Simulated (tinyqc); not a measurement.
Inside a calculation. Method: CIS on RHF in the sto-6g basis, frozen core, for HF, spin multiplicity 1. Computed by tinyqc, a small Python program that keeps every step (integrals from PySCF). Settings: charge = 0, multiplicity = 1, basis = sto-6g, method = RHF, frozen orbitals = 1, energy threshold = 1e-10, iteration cap = 64, orthogonalisation = symmetric, start = Wolfsberg-Helmholz matrix, DIIS depth = 6. Command: `OMP_NUM_THREADS=1 python tinyqc.py 21152 21153 out.jsonl` (the two numbers bound the seeds that draw the settings). One thread of a shared host (Intel(R) Xeon(R) Processor @ 2.60GHz), about 0.09 s of CPU time with the checks. The early iterations of the SCF are left out here.

## One-electron integrals

Geometry (angstrom):
```
atom        x        y        z
F     0.00000  0.00000  0.00000
H     0.00000  0.00000  0.85600
```

Basis sto-6g: exponents (1/bohr^2) and contraction coefficients of normalised primitives:
```
element  l (shell)    exponent  coefficient
F            s (1)  1728.62657      0.00916
F            s (1)   316.94179      0.04936
F            s (1)    88.66889      0.16854
F            s (1)    30.46016      0.37056
F            s (1)    11.82857      0.41649
F            s (1)     4.87166      0.13033
F            s (2)    67.03228     -0.01325
F            s (2)    13.26744     -0.04699
F            s (2)     4.12351     -0.03379
F            s (2)     1.58646      0.25024
F            s (2)     0.68900      0.59512
F            s (2)     0.31582      0.24071
F            p (3)    67.03228      0.00376
F            p (3)    13.26744      0.03768
F            p (3)     4.12351      0.17390
F            p (3)     1.58646      0.41804
F            p (3)     0.68900      0.42586
F            p (3)     0.31582      0.10171
H            s (1)    35.52322      0.00916
H            s (1)     6.51314      0.04936
H            s (1)     1.82214      0.16854
H            s (1)     0.62596      0.37056
H            s (1)     0.24308      0.41649
H            s (1)     0.10011      0.13033
```

Overlap, kinetic and nuclear-attraction integrals over the contracted functions; the nuclear repulsion is the sum of Za Zb / Rab.

nuclear repulsion = 5.5637791 hartree

overlap S, lower triangle:
```
          1F 1s    1F 2s   1F 2px   1F 2py   1F 2pz    2H 1s
1F 1s   1.00000
1F 2s   0.23248  1.00000
1F 2px  0.00000  0.00000  1.00000
1F 2py  0.00000  0.00000  0.00000  1.00000
1F 2pz  0.00000  0.00000  0.00000  0.00000  1.00000
2H 1s   0.05824  0.49346  0.00000  0.00000  0.36848  1.00000
```

kinetic energy T (hartree), lower triangle:
```
           1F 1s    1F 2s   1F 2px   1F 2py   1F 2pz    2H 1s
1F 1s   37.39773
1F 2s   -1.14335  1.08230
1F 2px   0.00000  0.00000  3.25133
1F 2py   0.00000  0.00000  0.00000  3.25133
1F 2pz   0.00000  0.00000  0.00000  0.00000  3.25133
2H 1s    0.00191  0.16314  0.00000  0.00000  0.32314  0.76852
```

nuclear attraction V (hartree), lower triangle:
```
            1F 1s      1F 2s     1F 2px     1F 2py     1F 2pz     2H 1s
1F 1s   -78.44065
1F 2s    -8.00943  -12.08594
1F 2px    0.00000    0.00000  -12.03941
1F 2py    0.00000    0.00000    0.00000  -12.03941
1F 2pz   -0.01828   -0.20256    0.00000    0.00000  -12.17747
2H 1s    -2.31028   -4.71044    0.00000    0.00000   -3.17358  -6.50059
```

core Hamiltonian H = T + V (hartree), lower triangle:
```
            1F 1s      1F 2s    1F 2px    1F 2py    1F 2pz     2H 1s
1F 1s   -41.04292
1F 2s    -9.15278  -11.00365
1F 2px    0.00000    0.00000  -8.78809
1F 2py    0.00000    0.00000   0.00000  -8.78809
1F 2pz   -0.01828   -0.20256   0.00000   0.00000  -8.92614
2H 1s    -2.30838   -4.54730   0.00000   0.00000  -2.85044  -5.73207
```

## Two-electron integrals

Functions are numbered as in S; the eight-fold symmetry (ij|kl) = (ji|kl) = (kl|ij) leaves the list below.

Two-electron integrals (ij|kl) in chemists' order, unique and non-zero (hartree):
```
(11|11) 5.40624   (21|11) 0.76813   (21|21) 0.13891   (22|11) 1.26627
(22|21) 0.28399   (22|22) 0.92637   (31|31) 0.02945   (32|31) 0.04468
(32|32) 0.20475   (33|11) 1.26627   (33|21) 0.28399   (33|22) 0.92637
(33|33) 0.99808   (41|41) 0.02945   (42|41) 0.04468   (42|42) 0.20475
(43|43) 0.05379   (44|11) 1.26627   (44|21) 0.28399   (44|22) 0.92637
(44|33) 0.89051   (44|44) 0.99808   (51|51) 0.02945   (52|51) 0.04468
(52|52) 0.20475   (53|53) 0.05379   (54|54) 0.05379   (55|11) 1.26627
(55|21) 0.28399   (55|22) 0.92637   (55|33) 0.89051   (55|44) 0.89051
(55|55) 0.99808   (61|11) 0.20573   (61|21) 0.03563   (61|22) 0.07116
(61|33) 0.07103   (61|44) 0.07103   (61|51) 0.00154   (61|52) 0.00299
(61|55) 0.07141   (61|61) 0.00929   (62|11) 0.47210   (62|21) 0.10724
(62|22) 0.38443   (62|33) 0.37927   (62|44) 0.37927   (62|51) 0.00765
(62|52) 0.05513   (62|55) 0.39474   (62|61) 0.02745   (62|62) 0.18909
(63|31) 0.01252   (63|32) 0.06952   (63|53) 0.01177   (63|63) 0.02931
(64|41) 0.01252   (64|42) 0.06952   (64|54) 0.01177   (64|64) 0.02931
(65|11) 0.29794   (65|21) 0.06869   (65|22) 0.26323   (65|33) 0.25162
(65|44) 0.25162   (65|51) 0.01700   (65|52) 0.10657   (65|55) 0.28644
(65|61) 0.01845   (65|62) 0.15887   (65|65) 0.16245   (66|11) 0.58362
(66|21) 0.13501   (66|22) 0.55130   (66|33) 0.53198   (66|44) 0.53198
(66|51) 0.01356   (66|52) 0.13132   (66|55) 0.58995   (66|61) 0.03491
(66|62) 0.33111   (66|65) 0.32323   (66|66) 0.77500
```

## Orthogonalisation

S = U s U^T; symmetric (Loewdin) form X = U s^(-1/2) U^T, so that X^T S X = 1.

eigenvalues of S: 0.36990  0.84978  1.00000  1.00000  1.11685  1.66347

X, lower triangle:
```
           1F 1s     1F 2s   1F 2px   1F 2py    1F 2pz    2H 1s
1F 1s    1.02226
1F 2s   -0.13155   1.15476
1F 2px   0.00000   0.00000  1.00000
1F 2py   0.00000   0.00000  0.00000  1.00000
1F 2pz  -0.00818   0.09798  0.00000  0.00000   1.07182
2H 1s    0.02263  -0.33716  0.00000  0.00000  -0.24792  1.20174
```

## Iteration 7 (converged): orbitals

converged F (hartree), lower triangle:
```
            1F 1s     1F 2s    1F 2px    1F 2py    1F 2pz     2H 1s
1F 1s   -26.22863
1F 2s    -6.36978  -2.93116
1F 2px    0.00000   0.00000  -0.47636
1F 2py    0.00000   0.00000   0.00000  -0.47636
1F 2pz   -0.02647  -0.12743   0.00000   0.00000  -0.42176
2H 1s    -1.60629  -1.26471   0.00000   0.00000  -0.61276  -0.69979
```

Diagonalise F' = X^T F X, C = X C', fill 5 alpha and 5 beta electrons from the bottom; D = 2 C_occ C_occ^T. Each column has its largest component positive (the first on a tie).

F' = X^T F X (hartree), lower triangle:
```
           1         2         3         4         5         6
1  -25.81378
2   -3.18497  -1.65620
3    0.00000   0.00000  -0.47636
4    0.00000   0.00000   0.00000  -0.47636
5   -0.04372   0.10780   0.00000   0.00000  -0.19294
6   -0.29501  -0.65211   0.00000   0.00000  -0.61775  -0.00435
```

orbital energies (hartree): MO1 -26.23210, MO2 -1.50669, MO3 -0.61186, MO4 -0.47636, MO5 -0.47636, MO6 0.68338

coefficients C:
```
             MO1       MO2       MO3       MO4      MO5       MO6
1F 1s    0.99699  -0.23463   0.08209   0.00000  0.00000   0.08444
1F 2s    0.01367   0.92224  -0.46624   0.00000  0.00000  -0.63715
1F 2px   0.00000   0.00000   0.00000  -0.04043  0.99918   0.00000
1F 2py   0.00000   0.00000   0.00000   0.99918  0.04043   0.00000
1F 2pz   0.00252   0.11120   0.71312   0.00000  0.00000  -0.83608
2H 1s   -0.00409   0.16210   0.49782   0.00000  0.00000   1.16005
```

D after iteration 7, lower triangle:
```
           1F 1s     1F 2s   1F 2px   1F 2py   1F 2pz    2H 1s
1F 1s    2.11156
1F 2s   -0.48205   2.13619
1F 2px   0.00000   0.00000  2.00000
1F 2py   0.00000   0.00000  0.00000  2.00000
1F 2pz   0.06992  -0.45979  0.00000  0.00000  1.04181
2H 1s   -0.00249  -0.16533  0.00000  0.00000  0.74604  0.54823
```

Within a degenerate level the vectors are fixed only up to a rotation; this is one choice.

## Convergence

Stop when the energy changes by less than 1e-10 hartree and every element of the error matrix X^T (F D S - S D F) X is below 3e-06.

Course of the cycle:
```
iteration  E (hartree)     change  largest element of the error matrix
1          -99.2456195          -                             6.54e-01
2          -99.4666880  -2.21e-01                             1.23e-01
3          -99.4865558  -1.99e-02                             2.11e-02
4          -99.4868966  -3.41e-04                             1.62e-03
5          -99.4868978  -1.22e-06                             1.25e-04
6          -99.4868978  -8.16e-09                             6.90e-06
7          -99.4868978  -2.46e-11                             1.91e-09
```

PySCF RHF in the same basis = -99.4868978 hartree

Converged in 7 iterations.

## Integrals over molecular orbitals

(pq|rs) = sum C_ip C_jq C_kr C_ls (ij|kl), one index at a time.

one-electron integrals over orbitals h = C^T H C (hartree), lower triangle:
```
           1         2         3         4         5         6
1  -41.02869
2    0.70632  -9.24564
3   -0.24339   0.54513  -7.89679
4    0.00000   0.00000   0.00000  -8.78809
5    0.00000   0.00000   0.00000   0.00000  -8.78809
6   -0.26273   1.33682   1.72403   0.00000   0.00000  -6.14236
```

Two-electron integrals over orbitals (pq|rs), unique and non-zero (hartree); the lowest 1 orbital is frozen and left out:
```
(22|22) 0.86288    (32|22) -0.00371   (32|32) 0.15883    (33|22) 0.77228
(33|32) -0.06195   (33|33) 0.80637    (42|42) 0.17813    (43|42) -0.04633
(43|43) 0.05301    (44|22) 0.87676    (44|32) -0.07548   (44|33) 0.78126
(44|44) 0.99808    (52|52) 0.17813    (53|52) -0.04633   (53|53) 0.05301
(54|54) 0.05379    (55|22) 0.87676    (55|32) -0.07548   (55|33) 0.78126
(55|44) 0.89051    (55|55) 0.99808    (62|22) -0.14192   (62|32) -0.03483
(62|33) -0.04953   (62|44) -0.14104   (62|55) -0.14104   (62|62) 0.10088
(63|22) -0.14242   (63|32) 0.09165    (63|33) -0.13269   (63|44) -0.17804
(63|55) -0.17804   (63|62) 0.06132    (63|63) 0.15671    (64|42) -0.04635
(64|43) -0.01131   (64|64) 0.03242    (65|52) -0.04635   (65|53) -0.01131
(65|65) 0.03242    (66|22) 0.69730    (66|32) 0.07801    (66|33) 0.67100
(66|44) 0.65809    (66|55) 0.65809    (66|62) -0.07064   (66|63) -0.00910
(66|66) 0.72318
```

## CIS matrix, singlets

A(ia,jb) = (e_a - e_i) d_ij d_ab + 2 (ia|jb) - (ij|ab).

CIS matrix A, singlet (hartree), lower triangle:
```
         2>6      3>6      4>6      5>6
2>6  1.69453
3>6  0.04464  0.93766
4>6  0.00000  0.00000  0.56649
5>6  0.00000  0.00000  0.00000  0.56649
```

## CIS singlet states

dipole integrals <i|r|a> (bohr):
```
            x         y        z
2>6   0.00000   0.00000  0.13492
3>6   0.00000   0.00000  0.85108
4>6   0.00056  -0.01389  0.00000
5>6  -0.01389  -0.00056  0.00000
```

Diagonalise A (1 hartree = 27.211386 eV); each vector has its largest component positive (the first on a tie). The transition dipole is mu = sqrt2 sum c_ia <i|r|a>.

singlet excitation energies (eV): 15.41494  15.41494  25.44364  46.18193

lowest vectors:
```
      state 1  state 2   state 3  state 4
2>6   0.00000  0.00000  -0.05867  0.99828
3>6   0.00000  0.00000   0.99828  0.05867
4>6  -0.09538  0.99544   0.00000  0.00000
5>6   0.99544  0.09538   0.00000  0.00000
```

oscillator strengths 2/3 w |mu|^2: 0.00015  0.00015  0.88324  0.07713

Within a degenerate level the vectors are fixed only up to a rotation; this is one choice.

## CIS matrix, triplets

A(ia,jb) = (e_a - e_i) d_ij d_ab - (ij|ab).

CIS matrix A, triplet (hartree), lower triangle:
```
          2>6      3>6      4>6      5>6
2>6   1.49277
3>6  -0.07801  0.62424
4>6   0.00000  0.00000  0.50165
5>6   0.00000  0.00000  0.00000  0.50165
```

## CIS triplet states

Diagonalise A (1 hartree = 27.211386 eV); each vector has its largest component positive (the first on a tie).

triplet excitation energies (eV): 13.65067  13.65067  16.79737  40.80959

lowest vectors:
```
      state 1  state 2  state 3   state 4
2>6   0.00000  0.00000  0.08875   0.99605
3>6   0.00000  0.00000  0.99605  -0.08875
4>6  -0.12194  0.99254  0.00000   0.00000
5>6   0.99254  0.12194  0.00000   0.00000
```

Within a degenerate level the vectors are fixed only up to a rotation; this is one choice.
